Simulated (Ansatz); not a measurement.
**Zinc-blende GaN (metastable phase): smallest direct gap on the k points sampled by level of theory**

No measured value is used here.

| level (code) | value (eV) | cell (Å³/atom) |
|---|---|---|
| LDA+SOC (Ansatz) | 1.66 | 11.57 |
| PBE (Ansatz) | 1.54 | 11.76 |
| PBE+SOC (Ansatz) | 1.65 | 11.57 |
| revPBE (Ansatz) | 1.46 | 11.96 |
| RPBE (Ansatz) | 1.43 | 12.04 |
| PBE-D3(BJ) (Ansatz) | 1.67 | 11.53 |
| r²SCAN (Ansatz) | 2.17 | 11.37 |
| r²SCAN-D4 (Ansatz) | 2.24 | 11.26 |
| B3LYP (VWN-RPA form) (Ansatz) | 3.20 | 11.68 |
| HSE06+SOC (Ansatz) | 2.87 | 11.57 |
| PBE0 (Ansatz) | 3.68 | 11.36 |
| Hartree–Fock (Ansatz) | 10.49 | 11.41 |

Computed values are for a static lattice. Levels without +SOC have no spin–orbit coupling; where heavier elements are present it shifts gaps, mostly down, and can invert bands.  Values are at the level's own equilibrium cell; LDA+SOC at a fixed cell, not relaxed at this level and not confirmed as the measured one; PBE+SOC at a fixed cell, not relaxed at this level and not confirmed as the measured one; HSE06+SOC at a fixed cell, not relaxed at this level and not confirmed as the measured one. Cutoffs and k meshes differ between the levels. Ansatz's density-functional and Hartree–Fock values are scalar-relativistic unless marked +SOC, with PAW data made under PBE.

Ansatz is a first-principles code.
